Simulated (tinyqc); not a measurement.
G0W0 on RHF in the sto-3g basis, for H2F+, spin multiplicity 1, step by step. Computed by tinyqc, a small Python program that keeps every step (integrals from PySCF). Settings: charge = 1, multiplicity = 1, basis = sto-3g, method = RHF, energy threshold = 1e-10, iteration cap = 69, orthogonalisation = symmetric, start = Wolfsberg-Helmholz matrix, DIIS depth = 6. Command: `OMP_NUM_THREADS=1 python tinyqc.py 26120 26121 out.jsonl` (the two numbers bound the seeds that draw the settings). One thread of a shared host (Intel(R) Xeon(R) Processor @ 2.60GHz), about 0.1 s of CPU time with the checks. The early iterations of the SCF are left out here.

## One-electron integrals

Geometry (angstrom):
```
atom       x        y       z
F     0.0000   0.0000  0.0000
H     0.0000   0.9450  0.4910
H     0.0000  -0.9450  0.4910
```

Basis sto-3g: exponents (1/bohr^2) and contraction coefficients of normalised primitives:
```
element  l (shell)  exponent  coefficient
F            s (1)  166.6791       0.1543
F            s (1)   30.3608       0.5353
F            s (1)    8.2168       0.4446
F            s (2)    6.4648      -0.1000
F            s (2)    1.5023       0.3995
F            s (2)    0.4886       0.7001
F            p (3)    6.4648       0.1559
F            p (3)    1.5023       0.6077
F            p (3)    0.4886       0.3920
H            s (1)    3.4253       0.1543
H            s (1)    0.6239       0.5353
H            s (1)    0.1689       0.4446
```

Overlap, kinetic and nuclear-attraction integrals over the contracted functions; the nuclear repulsion is the sum of Za Zb / Rab.

nuclear repulsion = 9.224297 hartree

overlap S, order 1F 1s, 1F 2s, 1F 2px, 1F 2py, 1F 2pz, 2H 1s, 3H 1s:
```
[[1.0000, 0.2380, 0.0000, 0.0000, 0.0000, 0.0347, 0.0347],
 [0.2380, 1.0000, 0.0000, 0.0000, 0.0000, 0.3560, 0.3560],
 [0.0000, 0.0000, 1.0000, 0.0000, 0.0000, 0.0000, 0.0000],
 [0.0000, 0.0000, 0.0000, 1.0000, 0.0000, 0.2624, -0.2624],
 [0.0000, 0.0000, 0.0000, 0.0000, 1.0000, 0.1363, 0.1363],
 [0.0347, 0.3560, 0.0000, 0.2624, 0.1363, 1.0000, 0.1424],
 [0.0347, 0.3560, 0.0000, -0.2624, 0.1363, 0.1424, 1.0000]]
```

kinetic energy T (hartree), order 1F 1s, 1F 2s, 1F 2px, 1F 2py, 1F 2pz, 2H 1s, 3H 1s:
```
[[36.9846, -0.2129, 0.0000, 0.0000, 0.0000, -0.0068, -0.0068],
 [-0.2129, 1.0380, 0.0000, 0.0000, 0.0000, 0.0629, 0.0629],
 [0.0000, 0.0000, 3.2480, 0.0000, 0.0000, 0.0000, 0.0000],
 [0.0000, 0.0000, 0.0000, 3.2480, 0.0000, 0.1524, -0.1524],
 [0.0000, 0.0000, 0.0000, 0.0000, 3.2480, 0.0792, 0.0792],
 [-0.0068, 0.0629, 0.0000, 0.1524, 0.0792, 0.7600, -0.0084],
 [-0.0068, 0.0629, 0.0000, -0.1524, 0.0792, -0.0084, 0.7600]]
```

nuclear attraction V (hartree), order 1F 1s, 1F 2s, 1F 2px, 1F 2py, 1F 2pz, 2H 1s, 3H 1s:
```
[[-78.0034, -9.4133, 0.0000, 0.0000, -0.0103, -1.4087, -1.4087],
 [-9.4133, -12.5326, 0.0000, 0.0000, -0.1266, -3.3289, -3.3289],
 [0.0000, 0.0000, -12.3860, 0.0000, 0.0000, 0.0000, 0.0000],
 [0.0000, 0.0000, 0.0000, -12.5125, 0.0000, -2.1219, 2.1219],
 [-0.0103, -0.1266, 0.0000, 0.0000, -12.4202, -1.1323, -1.1323],
 [-1.4087, -3.3289, 0.0000, -2.1219, -1.1323, -5.8721, -0.9795],
 [-1.4087, -3.3289, 0.0000, 2.1219, -1.1323, -0.9795, -5.8721]]
```

core Hamiltonian H = T + V (hartree), order 1F 1s, 1F 2s, 1F 2px, 1F 2py, 1F 2pz, 2H 1s, 3H 1s:
```
[[-41.0188, -9.6262, 0.0000, 0.0000, -0.0103, -1.4155, -1.4155],
 [-9.6262, -11.4946, 0.0000, 0.0000, -0.1266, -3.2660, -3.2660],
 [0.0000, 0.0000, -9.1380, 0.0000, 0.0000, 0.0000, 0.0000],
 [0.0000, 0.0000, 0.0000, -9.2644, 0.0000, -1.9696, 1.9696],
 [-0.0103, -0.1266, 0.0000, 0.0000, -9.1722, -1.0532, -1.0532],
 [-1.4155, -3.2660, 0.0000, -1.9696, -1.0532, -5.1121, -0.9879],
 [-1.4155, -3.2660, 0.0000, 1.9696, -1.0532, -0.9879, -5.1121]]
```

## Two-electron integrals

Functions are numbered as in S; the eight-fold symmetry (ij|kl) = (ji|kl) = (kl|ij) leaves the list below.

Two-electron integrals (ij|kl) in chemists' order, unique and non-zero (hartree):
```
(11|11) 5.4035      (21|11) 0.8419      (21|21) 0.1563      (22|11) 1.2680
(22|21) 0.2923      (22|22) 0.9262      (31|31) 0.0280      (32|31) 0.0432
(32|32) 0.2046      (33|11) 1.2645      (33|21) 0.2924      (33|22) 0.9260
(33|33) 0.9975      (41|41) 0.0280      (42|41) 0.0432      (42|42) 0.2046
(43|43) 0.0538      (44|11) 1.2645      (44|21) 0.2924      (44|22) 0.9260
(44|33) 0.8900      (44|44) 0.9975      (51|51) 0.0280      (52|51) 0.0432
(52|52) 0.2046      (53|53) 0.0538      (54|54) 0.0538      (55|11) 1.2645
(55|21) 0.2924      (55|22) 0.9260      (55|33) 0.8900      (55|44) 0.8900
(55|55) 0.9975      (61|11) 0.1245      (61|21) 0.0229      (61|22) 0.0426
(61|33) 0.0426      (61|41) 0.0008      (61|42) 0.0016      (61|44) 0.0427
(61|51) 4.33e-04    (61|52) 0.0008      (61|54) 8.38e-05    (61|55) 0.0426
(61|61) 0.0034      (62|11) 0.3217      (62|21) 0.0752      (62|22) 0.2665
(62|33) 0.2626      (62|41) 0.0046      (62|42) 0.0358      (62|44) 0.2717
(62|51) 0.0024      (62|52) 0.0186      (62|54) 0.0047      (62|55) 0.2650
(62|61) 0.0112      (62|62) 0.0951      (63|31) 0.0078      (63|32) 0.0465
(63|43) 0.0075      (63|53) 0.0039      (63|63) 0.0140      (64|11) 0.1967
(64|21) 0.0466      (64|22) 0.1766      (64|33) 0.1691      (64|41) 0.0103
(64|42) 0.0689      (64|44) 0.1899      (64|51) 0.0013      (64|52) 0.0117
(64|54) 0.0069      (64|55) 0.1707      (64|61) 0.0072      (64|62) 0.0774
(64|64) 0.0764      (65|11) 0.1022      (65|21) 0.0242      (65|22) 0.0918
(65|33) 0.0879      (65|41) 0.0013      (65|42) 0.0117      (65|44) 0.0909
(65|51) 0.0085      (65|52) 0.0525      (65|54) 0.0091      (65|55) 0.0965
(65|61) 0.0037      (65|62) 0.0402      (65|64) 0.0324      (65|65) 0.0308
(66|11) 0.4847      (66|21) 0.1152      (66|22) 0.4712      (66|33) 0.4554
(66|41) 0.0086      (66|42) 0.0955      (66|44) 0.4924      (66|51) 0.0045
(66|52) 0.0496      (66|54) 0.0192      (66|55) 0.4654      (66|61) 0.0172
(66|62) 0.2179      (66|64) 0.2059      (66|65) 0.1070      (66|66) 0.7746
(71|11) 0.1245      (71|21) 0.0229      (71|22) 0.0426      (71|33) 0.0426
(71|41) -0.0008     (71|42) -0.0016     (71|44) 0.0427      (71|51) 4.33e-04
(71|52) 0.0008      (71|54) -8.38e-05   (71|55) 0.0426      (71|61) 0.0033
(71|62) 0.0108      (71|64) 0.0064      (71|65) 0.0036      (71|66) 0.0165
(71|71) 0.0034      (72|11) 0.3217      (72|21) 0.0752      (72|22) 0.2665
(72|33) 0.2626      (72|41) -0.0046     (72|42) -0.0358     (72|44) 0.2717
(72|51) 0.0024      (72|52) 0.0186      (72|54) -0.0047     (72|55) 0.2650
(72|61) 0.0108      (72|62) 0.0754      (72|64) 0.0425      (72|65) 0.0308
(72|66) 0.1382      (72|71) 0.0112      (72|72) 0.0951      (73|31) 0.0078
(73|32) 0.0465      (73|43) -0.0075     (73|53) 0.0039      (73|63) 0.0106
(73|73) 0.0140      (74|11) -0.1967     (74|21) -0.0466     (74|22) -0.1766
(74|33) -0.1691     (74|41) 0.0103      (74|42) 0.0689      (74|44) -0.1899
(74|51) -0.0013     (74|52) -0.0117     (74|54) 0.0069      (74|55) -0.1707
(74|61) -0.0064     (74|62) -0.0425     (74|64) -0.0138     (74|65) -0.0170
(74|66) -0.0716     (74|71) -0.0072     (74|72) -0.0774     (74|74) 0.0764
(75|11) 0.1022      (75|21) 0.0242      (75|22) 0.0918      (75|33) 0.0879
(75|41) -0.0013     (75|42) -0.0117     (75|44) 0.0909      (75|51) 0.0085
(75|52) 0.0525      (75|54) -0.0091     (75|55) 0.0965      (75|61) 0.0036
(75|62) 0.0308      (75|64) 0.0170      (75|65) 0.0231      (75|66) 0.0620
(75|71) 0.0037      (75|72) 0.0402      (75|74) -0.0324     (75|75) 0.0308
(76|11) 0.0905      (76|21) 0.0214      (76|22) 0.0822      (76|33) 0.0809
(76|44) 0.0827      (76|51) 0.0011      (76|52) 0.0103      (76|55) 0.0830
(76|61) 0.0031      (76|62) 0.0286      (76|64) 0.0204      (76|65) 0.0138
(76|66) 0.0687      (76|71) 0.0031      (76|72) 0.0286      (76|74) -0.0204
(76|75) 0.0138      (76|76) 0.0107      (77|11) 0.4847      (77|21) 0.1152
(77|22) 0.4712      (77|33) 0.4554      (77|41) -0.0086     (77|42) -0.0955
(77|44) 0.4924      (77|51) 0.0045      (77|52) 0.0496      (77|54) -0.0192
(77|55) 0.4654      (77|61) 0.0165      (77|62) 0.1382      (77|64) 0.0716
(77|65) 0.0620      (77|66) 0.2786      (77|71) 0.0172      (77|72) 0.2179
(77|74) -0.2059     (77|75) 0.1070      (77|76) 0.0687      (77|77) 0.7746
```

## Orthogonalisation

S = U s U^T; symmetric (Loewdin) form X = U s^(-1/2) U^T, so that X^T S X = 1.

eigenvalues of S: [0.4885, 0.5510, 0.9144, 1.0000, 1.0720, 1.3066, 1.6675]

X, order 1F 1s, 1F 2s, 1F 2px, 1F 2py, 1F 2pz, 2H 1s, 3H 1s:
```
[[1.0236, -0.1352, 0.0000, 0.0000, -0.0044, 0.0172, 0.0172],
 [-0.1352, 1.1327, 0.0000, 0.0000, 0.0414, -0.1975, -0.1975],
 [0.0000, 0.0000, 1.0000, 0.0000, 0.0000, 0.0000, 0.0000],
 [0.0000, 0.0000, 0.0000, 1.0665, 0.0000, -0.1640, 0.1640],
 [-0.0044, 0.0414, 0.0000, 0.0000, 1.0155, -0.0742, -0.0742],
 [0.0172, -0.1975, 0.0000, -0.1640, -0.0742, 1.1002, -0.0553],
 [0.0172, -0.1975, 0.0000, 0.1640, -0.0742, -0.0553, 1.1002]]
```

## Iteration 8 (converged): orbitals

converged F (hartree), order 1F 1s, 1F 2s, 1F 2px, 1F 2py, 1F 2pz, 2H 1s, 3H 1s:
```
[[-26.5569, -6.7746, 0.0000, 0.0000, -0.0197, -1.0047, -1.0047],
 [-6.7746, -3.5829, 0.0000, 0.0000, -0.0824, -1.0621, -1.0621],
 [0.0000, 0.0000, -0.9992, 0.0000, 0.0000, 0.0000, 0.0000],
 [0.0000, 0.0000, 0.0000, -0.9252, 0.0000, -0.5273, 0.5273],
 [-0.0197, -0.0824, 0.0000, 0.0000, -0.9586, -0.3226, -0.3226],
 [-1.0047, -1.0621, 0.0000, -0.5273, -0.3226, -0.7562, -0.2614],
 [-1.0047, -1.0621, 0.0000, 0.5273, -0.3226, -0.2614, -0.7562]]
```

Diagonalise F' = X^T F X, C = X C', fill 5 alpha and 5 beta electrons from the bottom; D = 2 C_occ C_occ^T. Each column has its largest component positive (the first on a tie).

F' = X^T F X (hartree):
```
[[-26.0784, -3.4371, 0.0000, 0.0000, -0.0356, -0.1119, -0.1119],
 [-3.4371, -2.2426, 0.0000, 0.0000, 0.0310, -0.4439, -0.4439],
 [0.0000, 0.0000, -0.9992, 0.0000, 0.0000, 0.0000, 0.0000],
 [0.0000, 0.0000, 0.0000, -0.7101, 0.0000, -0.4225, 0.4225],
 [-0.0356, 0.0310, 0.0000, 0.0000, -0.9017, -0.2277, -0.2277],
 [-0.1119, -0.4439, 0.0000, -0.4225, -0.2277, -0.3678, -0.0570],
 [-0.1119, -0.4439, 0.0000, 0.4225, -0.2277, -0.0570, -0.3678]]
```

orbital energies (hartree): [-26.5665, -1.9931, -1.1404, -1.0141, -0.9992, -0.0739, 0.1196]

coefficients C, order 1F 1s, 1F 2s, 1F 2px, 1F 2py, 1F 2pz, 2H 1s, 3H 1s:
```
[[0.9948, -0.2516, 0.0000, 0.0548, 0.0000, 0.1040, 0.0000],
 [0.0224, 0.9560, 0.0000, -0.2748, 0.0000, -0.6255, 0.0000],
 [0.0000, 0.0000, 0.0000, 0.0000, 1.0000, 0.0000, 0.0000],
 [0.0000, 0.0000, 0.7298, 0.0000, 0.0000, 0.0000, 0.8115],
 [0.0018, 0.0796, 0.0000, 0.9058, 0.0000, -0.4660, 0.0000],
 [-0.0038, 0.0839, 0.3444, 0.1949, 0.0000, 0.7387, -0.7589],
 [-0.0038, 0.0839, -0.3444, 0.1949, 0.0000, 0.7387, 0.7589]]
```

D after iteration 8, order 1F 1s, 1F 2s, 1F 2px, 1F 2py, 1F 2pz, 2H 1s, 3H 1s:
```
[[2.1117, -0.4667, 0.0000, 0.0000, 0.0628, -0.0284, -0.0284],
 [-0.4667, 1.9797, 0.0000, 0.0000, -0.3455, 0.0531, 0.0531],
 [0.0000, 0.0000, 2.0000, 0.0000, 0.0000, 0.0000, 0.0000],
 [0.0000, 0.0000, 0.0000, 1.0654, 0.0000, 0.5028, -0.5028],
 [0.0628, -0.3455, 0.0000, 0.0000, 1.6535, 0.3664, 0.3664],
 [-0.0284, 0.0531, 0.0000, 0.5028, 0.3664, 0.3273, -0.1472],
 [-0.0284, 0.0531, 0.0000, -0.5028, 0.3664, -0.1472, 0.3273]]
```

## Convergence

Stop when the energy changes by less than 1e-10 hartree and every element of the error matrix X^T (F D S - S D F) X is below 3e-06.

Course of the cycle:
```
iteration  E (hartree)     change  largest element of the error matrix
1           -98.585156          -                             4.70e-01
2           -98.826216  -2.41e-01                             1.07e-01
3           -98.842734  -1.65e-02                             2.21e-02
4           -98.843389  -6.55e-04                             3.75e-03
5           -98.843421  -3.19e-05                             1.16e-03
6           -98.843426  -4.79e-06                             9.66e-06
7           -98.843426  -1.92e-10                             1.46e-07
8           -98.843426  -9.95e-14                             7.76e-10
```

PySCF RHF in the same basis = -98.843426 hartree

Converged in 8 iterations.

## Integrals over molecular orbitals

(pq|rs) = sum C_ip C_jq C_kr C_ls (ij|kl), one index at a time.

one-electron integrals over orbitals h = C^T H C (hartree):
```
[[-41.0009, 0.6968, 0.0000, -0.1404, 0.0000, -0.2779, 0.0000],
 [0.6968, -9.5896, 0.0000, 0.3166, 0.0000, 1.3104, 0.0000],
 [0.0000, 0.0000, -7.8941, 0.0000, 0.0000, 0.0000, -2.2505],
 [-0.1404, 0.3166, 0.0000, -8.7319, 0.0000, 1.2979, 0.0000],
 [0.0000, 0.0000, 0.0000, 0.0000, -9.1380, 0.0000, 0.0000],
 [-0.2779, 1.3104, 0.0000, 1.2979, 0.0000, -5.3589, 0.0000],
 [0.0000, 0.0000, -2.2505, 0.0000, 0.0000, 0.0000, -5.9999]]
```

Two-electron integrals over orbitals (pq|rs), unique and non-zero (hartree):
```
(11|11) 5.3627    (21|11) -0.5069   (21|21) 0.0759    (22|11) 1.2067
(22|21) -0.0202   (22|22) 0.8560    (31|31) 0.0167    (32|31) 0.0250
(32|32) 0.1544    (33|11) 0.9646    (33|21) -0.0081   (33|22) 0.7431
(33|33) 0.7146    (41|11) 0.1093    (41|21) -0.0141   (41|22) 0.0112
(41|33) 0.0041    (41|41) 0.0281    (42|11) -0.0824   (42|21) 0.0066
(42|22) -0.0029   (42|33) -0.0047   (42|41) 0.0323    (42|42) 0.1658
(43|31) -0.0027   (43|32) 0.0087    (43|43) 0.0460    (44|11) 1.1758
(44|21) -0.0142   (44|22) 0.8282    (44|33) 0.7058    (44|41) -0.0098
(44|42) -0.0831   (44|44) 0.9046    (51|51) 0.0296    (52|51) 0.0393
(52|52) 0.1830    (53|53) 0.0370    (54|51) -0.0079   (54|52) -0.0290
(54|54) 0.0533    (55|11) 1.2640    (55|21) -0.0143   (55|22) 0.8817
(55|33) 0.7330    (55|41) 0.0031    (55|42) -0.0454   (55|44) 0.8434
(55|55) 0.9975    (61|11) 0.2096    (61|21) -0.0326   (61|22) 0.0057
(61|33) 0.0026    (61|41) -0.0051   (61|42) -0.0171   (61|44) 0.0114
(61|55) 0.0059    (61|61) 0.0189    (62|11) -0.2783   (62|21) 0.0078
(62|22) -0.1379   (62|33) -0.0821   (62|41) -0.0158   (62|42) -0.0406
(62|44) -0.1087   (62|55) -0.1466   (62|61) 0.0029    (62|62) 0.0692
(63|31) -0.0034   (63|32) 0.0311    (63|43) 0.0191    (63|63) 0.0765
(64|11) -0.2479   (64|21) 0.0031    (64|22) -0.1343   (64|33) -0.0759
(64|41) -0.0078   (64|42) -0.0046   (64|44) -0.1417   (64|55) -0.1371
(64|61) 0.0017    (64|62) 0.0582    (64|64) 0.0658    (65|51) -0.0137
(65|52) -0.0528   (65|54) -0.0077   (65|65) 0.0244    (66|11) 0.6503
(66|21) -0.0052   (66|22) 0.5433    (66|33) 0.5362    (66|41) 0.0142
(66|42) 0.0622    (66|44) 0.5169    (66|55) 0.5232    (66|61) -0.0036
(66|62) -0.0404   (66|64) -0.0216   (66|66) 0.5283    (71|31) 0.0170
(71|32) 0.0244    (71|43) -0.0028   (71|63) -0.0031   (71|71) 0.0172
(72|31) 0.0178    (72|32) 0.0698    (72|43) -0.0187   (72|63) -0.0251
(72|71) 0.0174    (72|72) 0.0588    (73|11) 0.4347    (73|21) -0.0084
(73|22) 0.2190    (73|33) 0.1637    (73|41) -0.0009   (73|42) -0.0495
(73|44) 0.2129    (73|55) 0.2386    (73|61) 0.0048    (73|62) -0.0718
(73|64) -0.0796   (73|66) 0.0139    (73|73) 0.1636    (74|31) -0.0064
(74|32) -0.0487   (74|43) 0.0107    (74|63) -0.0414   (74|71) -0.0065
(74|72) -0.0114   (74|74) 0.0436    (75|53) 0.0260    (75|75) 0.0208
(76|31) -0.0099   (76|32) -0.0958   (76|43) -0.0461   (76|63) -0.0944
(76|71) -0.0101   (76|72) 0.0016    (76|74) 0.0554    (76|76) 0.1676
(77|11) 0.8021    (77|21) -0.0081   (77|22) 0.6101    (77|33) 0.6074
(77|41) 0.0026    (77|42) 0.0031    (77|44) 0.5914    (77|55) 0.6009
(77|61) 0.0029    (77|62) -0.0449   (77|64) -0.0319   (77|66) 0.5252
(77|73) 0.0796    (77|77) 0.5708
```

## Screening: direct RPA

With D = e_a - e_i and K = (ia|jb): diagonalise D^(1/2) (D + 4K) D^(1/2) = Z w^2 Z^T; X + Y = D^(1/2) Z w^(-1/2), each column of Z with its largest component positive (the first on a tie); E_c = (sum w - tr (D + 2K)) / 2.

D^(1/2) (D + 4K) D^(1/2) (hartree^2), order 1>6, 1>7, 2>6, 2>7, 3>6, 3>7, 4>6, 4>7, 5>6, 5>7:
```
[[703.8599, 0.0000, 0.0813, 0.0000, 0.0000, 0.1101, 0.0346, 0.0000, 0.0000, 0.0000],
 [0.0000, 713.9828, 0.0000, 0.5238, -0.0661, 0.0000, 0.0000, -0.1431, 0.0000, 0.0000],
 [0.0813, 0.0000, 4.2145, 0.0000, 0.0000, -0.4468, 0.3128, 0.0000, 0.0000, 0.0000],
 [0.0000, 0.5238, 0.0000, 4.9599, -0.1510, 0.0000, 0.0000, -0.0704, 0.0000, 0.0000],
 [0.0000, -0.0661, 0.0000, -0.1510, 1.4637, 0.0000, 0.0000, -0.1820, 0.0000, 0.0000],
 [0.1101, 0.0000, -0.4468, 0.0000, 0.0000, 2.4121, -0.3466, 0.0000, 0.0000, 0.0000],
 [0.0346, 0.0000, 0.3128, 0.0000, 0.0000, -0.3466, 1.1315, 0.0000, 0.0000, 0.0000],
 [0.0000, -0.1431, 0.0000, -0.0704, -0.1820, 0.0000, 0.0000, 1.4832, 0.0000, 0.0000],
 [0.0000, 0.0000, 0.0000, 0.0000, 0.0000, 0.0000, 0.0000, 0.0000, 0.9464, 0.0000],
 [0.0000, 0.0000, 0.0000, 0.0000, 0.0000, 0.0000, 0.0000, 0.0000, 0.0000, 1.3446]]
```

excitation energies w (hartree): [0.9729, 1.0155, 1.1333, 1.1596, 1.2864, 1.5368, 2.0893, 2.2287, 26.5304, 26.7205]

X + Y, order 1>6, 1>7, 2>6, 2>7, 3>6, 3>7, 4>6, 4>7, 5>6, 5>7:
```
[[0.0000, -0.0004, 0.0000, 0.0000, 0.0000, -0.0007, -0.0003, 0.0000, 0.9993, 0.0000],
 [0.0000, 0.0000, 0.0008, 0.0000, 0.0004, 0.0000, 0.0000, -0.0026, 0.0000, 0.9994],
 [0.0000, -0.0883, 0.0000, 0.0000, 0.0000, 0.2922, 0.9230, 0.0000, 0.0000, 0.0000],
 [0.0000, 0.0000, 0.0587, 0.0000, -0.0201, 0.0000, 0.0000, 0.9726, 0.0000, 0.0002],
 [0.0000, 0.0000, 0.7075, 0.0000, -0.6218, 0.0000, 0.0000, -0.0291, 0.0000, 0.0000],
 [0.0000, 0.2488, 0.0000, 0.0000, 0.0000, 0.8551, -0.1875, 0.0000, 0.0000, 0.0000],
 [0.0000, 0.9359, 0.0000, 0.0000, 0.0000, -0.1561, 0.0799, 0.0000, 0.0000, 0.0000],
 [0.0000, 0.0000, 0.6830, 0.0000, 0.6856, 0.0000, 0.0000, -0.0128, 0.0000, 0.0000],
 [0.9753, 0.0000, 0.0000, 0.0000, 0.0000, 0.0000, 0.0000, 0.0000, 0.0000, 0.0000],
 [0.0000, 0.0000, 0.0000, 0.9822, 0.0000, 0.0000, 0.0000, 0.0000, 0.0000, 0.0000]]
```

RPA correlation energy = -0.049618 hartree

## G0W0 on Hartree-Fock: HOMO

W(p,q,m) = sqrt2 sum_ia (pq|ia) (X+Y)_ia,m; Sigma_c(x) = sum_(i,m) W^2/(x - e_i + w_m) + sum_(a,m) W^2/(x - e_a - w_m); solve x = e_p + Sigma_c(x) by Newton steps; Z = 1/(1 - dSigma/dx); 1 hartree = 27.211386 eV.

The 12 largest terms at x = e_p (hartree; W for the signs of X + Y given):
```
q  m        W       term
5  6   0.2582     0.0434
5  7  -0.2701     0.0349
5  2  -0.0792     0.0062
2  1  -0.0728     0.0027
3  4   0.0361     0.0010
6  1   0.0336    -0.0006
7  4   0.0289  -3.66e-04
4  1  -0.0107   1.16e-04
1  1  -0.0189   1.34e-05
5  9   0.0083   2.59e-06
```

Newton steps (hartree):
```
step        x  Sigma_c(x)       Z
0     -0.9992      0.0873  0.9490
1     -0.9163      0.0831  0.9536
2     -0.9161      0.0831  0.9536
3     -0.9161      0.0831  0.9536
```

quasiparticle energy of the HOMO = -24.9284 eV

Hartree-Fock value = -27.1895 eV

## G0W0 on Hartree-Fock: LUMO

As before.

The 12 largest terms at x = e_p (hartree; W for the signs of X + Y given):
```
q  m        W     term
7  5   0.1366  -0.0126
3  5  -0.1066   0.0048
4  7   0.1045   0.0036
2  7   0.1159   0.0034
4  6  -0.0868   0.0030
6  7  -0.0588  -0.0017
2  6  -0.0711   0.0015
4  2   0.0518   0.0014
7  3  -0.0408  -0.0013
2  2   0.0431   0.0006
5  1   0.0336   0.0006
3  3   0.0344   0.0005
```

Newton steps (hartree):
```
step        x  Sigma_c(x)       Z
0     -0.0739      0.0040  0.9824
1     -0.0700      0.0039  0.9823
2     -0.0700      0.0039  0.9823
```

quasiparticle energy of the LUMO = -1.9047 eV

Hartree-Fock value = -2.0106 eV
